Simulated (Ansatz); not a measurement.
# The boron atom (doublet): density functionals in def2-TZVPD, part 1 of 2

Aim: run the boron atom (doublet) with a set of functionals in one basis and compare levels, spin and time.

Method: def2-TZVPD, all electrons in the functionals, frozen cores in the correlation of double hybrids and RPA; program: Ansatz 0.2.0, Gaussian basis.

Plan: SPW92, PBE, BLYP, revPBE, r2SCAN, B97M-V, PBE0, B3LYP, r2SCANh, r2SCAN0, BHLYP, CAM-B3LYP, wB97X-V, wB97M-V, HSE06, B2PLYP, PBE-QIDH, RPA-PBE.

### Step 1. The atom

A free atom, in its lowest state of this spin that the program finds.

1 atom, charge 0, spin multiplicity 2.

No dispersion term is added; B97M-V, wB97X-V, wB97M-V hold VV10 nonlocal correlation. B3LYP takes the VWN-RPA correlation. HSE06 is the plane-wave form.

### Step 2. SPW92 (unrestricted)

The input, in.yaml:

```yaml
crystal:
  periodic: [false, false, false]
  atoms:
    - {symbol: B, position_ang: [0.000000, 0.000000, 0.000000]}
basis:
  gaussian: {orbitals: def2-TZVPD}
magnetization: {spin_polarized: true, initial_magnetization: 1}
hamiltonian: {xc: {name: SPW92}}
```

Started as:

```bash
> ansatz run in.yaml --threads 1 --pin off --events-out ev --progress --plain --max-ram 2393MiB
```

Output:

```text
Functional definition: SPW92
  name "SPW92"
  cite "Dirac, Proc. Camb. Phil. Soc. 26, 376 (1930) doi:10.1017/S0305004100016108"
  cite "Slater, Phys. Rev. 81, 385 (1951) doi:10.1103/PhysRev.81.385"
  cite "Perdew & Wang, Phys. Rev. B 45, 13244 (1992) doi:10.1103/PhysRevB.45.13244"
  exchange = slater_x
  correlation = pw_c
165 factors; their error is unknown
mean field evaluation 1: about -662.5874 eV, gradient 3.1e0 eV
mean field evaluation 2: about -662.6514 eV, gradient 1.6e0 eV
mean field evaluation 4: about -662.6745 eV, gradient 1.4e-2 eV
mean field evaluation 8: about -662.6727 eV, gradient 6.0e-4 eV
mean field evaluation 16: about -662.6727 eV, gradient 1.0e-3 eV
mean field evaluation 32: about -662.6727 eV, gradient 2.2e-5 eV
mean field -662.67270558 eV, -24.3527727545 hartree, gradient 2.2e-5 eV, S^2 0.751723; 2 other end points of the search recorded, 0 dependent functions left out
reference -662.67272995 eV, -24.3527736500 hartree; 3, 2 occupied and 34, 35 virtual orbitals, 165 factors
Total energy: -662.67272995 eV, -24.3527736500 hartree
```

Run time: 0.3 s. Hardware: 1 thread of Intel Xeon Platinum 8259CL at 2.50GHz, shared host.

From the report: ⟨S²⟩ of the determinant 0.752 (pure doublet: 0.75).

### Step 3. PBE (unrestricted)

in.yaml: that of step 2 with these lines changed.

```diff
@@ -7,2 +7,3 @@
 magnetization: {spin_polarized: true, initial_magnetization: 1}
-hamiltonian: {xc: {name: SPW92}}
+hamiltonian: {xc: {name: PBE}}
+output: {orbitals: {seedname: orbitals}}
```

Launched as before.

Output:

```text
Functional definition: PBE
  name "PBE"
  cite "Perdew, Burke & Ernzerhof, Phys. Rev. Lett. 77, 3865 (1996) doi:10.1103/PhysRevLett.77.3865"
  parent pbe
  parameter kappa = 0.804
  parameter beta = 0.06672455060314922
  exchange = pbe_x(kappa = kappa, mu = beta*pi^2/3)
  correlation = pbe_c(beta = beta)
165 factors; their error is unknown
mean field evaluation 1: about -669.5633 eV, gradient 3.5e0 eV
mean field evaluation 2: about -669.6533 eV, gradient 1.6e0 eV
mean field evaluation 4: about -669.6781 eV, gradient 1.9e-2 eV
mean field evaluation 8: about -669.6762 eV, gradient 6.5e-4 eV
mean field evaluation 16: about -669.6762 eV, gradient 7.6e-4 eV
mean field evaluation 32: about -669.6762 eV, gradient 1.3e-5 eV
mean field -669.67622282 eV, -24.6101472659 hartree, gradient 2.2e-5 eV, S^2 0.753314; 2 other end points of the search recorded, 0 dependent functions left out
reference -669.67625200 eV, -24.6101483380 hartree; 3, 2 occupied and 34, 35 virtual orbitals, 165 factors
Total energy: -669.67625200 eV, -24.6101483380 hartree
```

Run time: 0.57 s. Hardware: 1 thread of Intel Xeon Platinum 8259CL at 2.50GHz, shared host.

From the report: ⟨S²⟩ of the determinant 0.753 (pure doublet: 0.75).

### Step 4. BLYP (unrestricted)

in.yaml: that of step 3 with these lines changed.

```diff
@@ -7,3 +7,2 @@
 magnetization: {spin_polarized: true, initial_magnetization: 1}
-hamiltonian: {xc: {name: PBE}}
-output: {orbitals: {seedname: orbitals}}
+hamiltonian: {xc: {name: BLYP}}
```

The command is unchanged.

Output:

```text
Functional definition: BLYP
  name "BLYP"
  cite "Becke, Phys. Rev. A 38, 3098 (1988) doi:10.1103/PhysRevA.38.3098"
  cite "Lee, Yang & Parr, Phys. Rev. B 37, 785 (1988) doi:10.1103/PhysRevB.37.785"
  parameter beta = 0.0042
  parameter a = 0.04918
  parameter b = 0.132
  parameter c = 0.2533
  parameter d = 0.349
  exchange = b88_x(beta = beta)
  correlation = lyp_c(a = a, b = b, c = c, d = d)
165 factors; their error is unknown
mean field evaluation 1: about -670.6813 eV, gradient 3.7e0 eV
mean field evaluation 2: about -670.7690 eV, gradient 2.0e0 eV
mean field evaluation 4: about -670.8045 eV, gradient 1.5e-2 eV
mean field evaluation 8: about -670.8024 eV, gradient 1.3e-4 eV
mean field evaluation 16: about -670.8024 eV, gradient 8.6e-4 eV
mean field evaluation 32: about -670.6945 eV, gradient 3.5e0 eV
mean field -670.80241589 eV, -24.6515340977 hartree, gradient 1.0e-5 eV, S^2 0.753042; 6 other end points of the search recorded, 0 dependent functions left out
reference -670.80262009 eV, -24.6515416019 hartree; 3, 2 occupied and 34, 35 virtual orbitals, 165 factors
Total energy: -670.80262009 eV, -24.6515416019 hartree
```

Run time: 0.99 s. Hardware: 1 thread of Intel Xeon Platinum 8259CL at 2.50GHz, shared host.

From the report: ⟨S²⟩ of the determinant 0.753 (pure doublet: 0.75).

### Step 5. revPBE (unrestricted)

in.yaml: that of step 4 with these lines changed.

```diff
@@ -7,2 +7,2 @@
 magnetization: {spin_polarized: true, initial_magnetization: 1}
-hamiltonian: {xc: {name: BLYP}}
+hamiltonian: {xc: {name: revPBE}}
```

Launched as before.

Output:

```text
Functional definition: revPBE
  name "revPBE"
  cite "Zhang & Yang, Phys. Rev. Lett. 80, 890 (1998) doi:10.1103/PhysRevLett.80.890"
  cite "Perdew, Burke & Ernzerhof, Phys. Rev. Lett. 77, 3865 (1996) doi:10.1103/PhysRevLett.77.3865"
  parameter kappa = 1.245
  parameter beta = 0.06672455060314922
  exchange = pbe_x(kappa = kappa, mu = beta*pi^2/3)
  correlation = pbe_c(beta = beta)
165 factors; their error is unknown
mean field evaluation 1: about -670.7294 eV, gradient 3.4e0 eV
mean field evaluation 2: about -670.8197 eV, gradient 1.5e0 eV
mean field evaluation 4: about -670.8422 eV, gradient 1.7e-2 eV
mean field evaluation 8: about -670.8401 eV, gradient 6.7e-4 eV
mean field evaluation 16: about -670.8401 eV, gradient 2.4e-5 eV
mean field evaluation 32: about -670.8401 eV, gradient 2.4e-5 eV
mean field -670.84012827 eV, -24.6529200022 hartree, gradient 2.9e-5 eV, S^2 0.753709; 3 other end points of the search recorded, 0 dependent functions left out
reference -670.84016536 eV, -24.6529213653 hartree; 3, 2 occupied and 34, 35 virtual orbitals, 165 factors
Total energy: -670.84016536 eV, -24.6529213653 hartree
```

Wall time 0.78 s (1 thread of Intel Xeon Platinum 8259CL at 2.50GHz, shared host).

From the report: ⟨S²⟩ of the determinant 0.754 (pure doublet: 0.75).

### Step 6. r2SCAN (unrestricted)

in.yaml: that of step 5 with these lines changed.

```diff
@@ -7,2 +7,2 @@
 magnetization: {spin_polarized: true, initial_magnetization: 1}
-hamiltonian: {xc: {name: revPBE}}
+hamiltonian: {xc: {name: r2SCAN}}
```

The command is unchanged.

Output, shortened:

```text
Functional definition: r2SCAN
  name "r2SCAN"
  cite "Furness, Kaplan, Ning, Perdew & Sun, J. Phys. Chem. Lett. 11, 8208 (2020) doi:10.1021/acs.jpclett.0c02405"
  cite "Furness, Kaplan, Ning, Perdew & Sun, J. Phys. Chem. Lett. 11, 9248 (2020) doi:10.1021/acs.jpclett.0c03077"
  parent r2scan
[...]
165 factors; their error is unknown
[...]
mean field -670.40200337 eV, -24.6368192091 hartree, gradient 2.2e-5 eV, S^2 0.757781; 11 other end points of the search recorded, 0 dependent functions left out
reference -670.40201614 eV, -24.6368196784 hartree; 3, 2 occupied and 34, 35 virtual orbitals, 165 factors
Total energy: -670.40201614 eV, -24.6368196784 hartree
```

Wall time 1.9 s (1 thread of Intel Xeon Platinum 8259CL at 2.50GHz, shared host).

From the report: ⟨S²⟩ of the determinant 0.758 (pure doublet: 0.75).

### Step 7. B97M-V (unrestricted)

in.yaml: that of step 6 with these lines changed.

```diff
@@ -7,2 +7,2 @@
 magnetization: {spin_polarized: true, initial_magnetization: 1}
-hamiltonian: {xc: {name: r2SCAN}}
+hamiltonian: {xc: {name: B97M-V}}
```

The command is unchanged.

Output, shortened:

```text
Functional definition: B97M-V
  name "B97M-V"
  cite "Mardirossian & Head-Gordon, J. Chem. Phys. 142, 074111 (2015) doi:10.1063/1.4907719"
  cite "Becke, J. Chem. Phys. 107, 8554 (1997) doi:10.1063/1.475007"
  cite "Vydrov & Van Voorhis, J. Chem. Phys. 133, 244103 (2010) doi:10.1063/1.3521275"
  # Of w^i u^j: cxij and so on, Table III.
[...]
  gx(w, u) = cx00 + cx01*u + cx02*u^2 + (cx10 + cx11*u)*w
  gss(w, u) = css00 + css02*u^2 + css10*w + (css32*w^3 + css42*w^4)*u^2
  gos(w, u) = cos00 + cos01*u + cos03*u^3 + cos10*w + cos32*w^3*u^2
[...]
      + integral(e_c_pw_mod_opposite_spin*gos(b97_w_opposite, b97_u_opposite)) + vv10(b, c)
165 factors; their error is unknown
[...]
mean field -671.24136859 eV, -24.6676653121 hartree, gradient 5.0e-5 eV, S^2 0.752256; 3 other end points of the search recorded, 0 dependent functions left out
reference -671.24140959 eV, -24.6676668188 hartree; 3, 2 occupied and 34, 35 virtual orbitals, 165 factors
Total energy: -671.24140959 eV, -24.6676668188 hartree
```

Run time: 1.8 s. Hardware: 1 thread of Intel Xeon Platinum 8259CL at 2.50GHz, shared host.

From the report: ⟨S²⟩ of the determinant 0.752 (pure doublet: 0.75).

### Step 8. PBE0 (unrestricted)

in.yaml: that of step 7 with these lines changed.

```diff
@@ -7,2 +7,3 @@
 magnetization: {spin_polarized: true, initial_magnetization: 1}
-hamiltonian: {xc: {name: B97M-V}}
+hamiltonian: {xc: {name: PBE0}}
+output: {orbitals: {seedname: orbitals}}
```

Same command.

Output:

```text
Functional definition: PBE0
  name "PBE0"
  cite "Adamo & Barone, J. Chem. Phys. 110, 6158 (1999) doi:10.1063/1.478522"
  cite "Perdew, Burke & Ernzerhof, Phys. Rev. Lett. 77, 3865 (1996) doi:10.1103/PhysRevLett.77.3865"
  parent pbe
  parameter a = 0.25
  parameter kappa = 0.804
  parameter beta = 0.06672455060314922
  exchange = (1 - a)*pbe_x(kappa = kappa, mu = beta*pi^2/3) + a*exact_x
  correlation = pbe_c(beta = beta)
165 factors; their error is unknown
mean field evaluation 1: about -669.8250 eV, gradient 2.9e0 eV
mean field evaluation 2: about -669.8954 eV, gradient 6.5e-1 eV
mean field evaluation 4: about -669.8998 eV, gradient 1.0e-2 eV
mean field evaluation 8: about -669.8987 eV, gradient 7.6e-4 eV
mean field -669.89873533 eV, -24.6183244498 hartree, gradient 5.3e-6 eV, S^2 0.754328; 0 other end points of the search recorded, 0 dependent functions left out
reference -669.89875753 eV, -24.6183252655 hartree; 3, 2 occupied and 34, 35 virtual orbitals, 165 factors
Total energy: -669.89875753 eV, -24.6183252655 hartree
```

It took 0.3 s on 1 thread of Intel Xeon Platinum 8259CL at 2.50GHz, shared host.

From the report: ⟨S²⟩ of the determinant 0.754 (pure doublet: 0.75).

### Step 9. B3LYP (unrestricted)

in.yaml: that of step 8 with these lines changed.

```diff
@@ -7,3 +7,2 @@
 magnetization: {spin_polarized: true, initial_magnetization: 1}
-hamiltonian: {xc: {name: PBE0}}
-output: {orbitals: {seedname: orbitals}}
+hamiltonian: {xc: {name: B3LYP}}
```

The command is unchanged.

Output:

```text
Functional definition: B3LYP
  name "B3LYP"
  cite "Stephens, Devlin, Chabalowski & Frisch, J. Phys. Chem. 98, 11623 (1994) doi:10.1021/j100096a001"
  cite "Becke, Phys. Rev. A 38, 3098 (1988) doi:10.1103/PhysRevA.38.3098"
  cite "Lee, Yang & Parr, Phys. Rev. B 37, 785 (1988) doi:10.1103/PhysRevB.37.785"
  cite "Vosko, Wilk & Nusair, Can. J. Phys. 58, 1200 (1980) doi:10.1139/p80-159"
  parameter a0 = 0.2
  parameter ax = 0.72
  parameter ac = 0.81
  exchange = (1 - a0 - ax)*slater_x + ax*b88_x + a0*exact_x
  correlation = (1 - ac)*vwn_rpa_c + ac*lyp_c
165 factors; their error is unknown
mean field evaluation 1: about -671.0655 eV, gradient 3.0e0 eV
mean field evaluation 2: about -671.1360 eV, gradient 8.2e-1 eV
mean field evaluation 4: about -671.1419 eV, gradient 1.0e-2 eV
mean field evaluation 8: about -671.1406 eV, gradient 6.3e-4 eV
mean field -671.14056580 eV, -24.6639608778 hartree, gradient 1.6e-5 eV, S^2 0.753573; 0 other end points of the search recorded, 0 dependent functions left out
reference -671.14071960 eV, -24.6639665298 hartree; 3, 2 occupied and 34, 35 virtual orbitals, 165 factors
Total energy: -671.14071960 eV, -24.6639665298 hartree
```

Run time: 0.39 s. Hardware: 1 thread of Intel Xeon Platinum 8259CL at 2.50GHz, shared host.

From the report: ⟨S²⟩ of the determinant 0.754 (pure doublet: 0.75).

### Step 10. r2SCANh (unrestricted)

in.yaml: that of step 9 with these lines changed.

```diff
@@ -7,2 +7,2 @@
 magnetization: {spin_polarized: true, initial_magnetization: 1}
-hamiltonian: {xc: {name: B3LYP}}
+hamiltonian: {xc: {name: r2SCANh}}
```

The command is unchanged.

Output, shortened:

```text
Functional definition: r2SCANh
  name "r2SCANh"
  cite "Bursch, Neugebauer, Ehlert & Grimme, J. Chem. Phys. 156, 134105 (2022) doi:10.1063/5.0086040"
  cite "Furness, Kaplan, Ning, Perdew & Sun, J. Phys. Chem. Lett. 11, 8208 (2020) doi:10.1021/acs.jpclett.0c02405"
  cite "Furness, Kaplan, Ning, Perdew & Sun, J. Phys. Chem. Lett. 11, 9248 (2020) doi:10.1021/acs.jpclett.0c03077"
  parent r2scan
[...]
165 factors; their error is unknown
[...]
mean field -670.42527662 eV, -24.6376744851 hartree, gradient 1.7e-5 eV, S^2 0.757868; 1 other end points of the search recorded, 0 dependent functions left out
reference -670.42528826 eV, -24.6376749130 hartree; 3, 2 occupied and 34, 35 virtual orbitals, 165 factors
Total energy: -670.42528826 eV, -24.6376749130 hartree
```

Wall time 0.75 s (1 thread of Intel Xeon Platinum 8259CL at 2.50GHz, shared host).

From the report: ⟨S²⟩ of the determinant 0.758 (pure doublet: 0.75).

(Continued in part 2 of 2.)
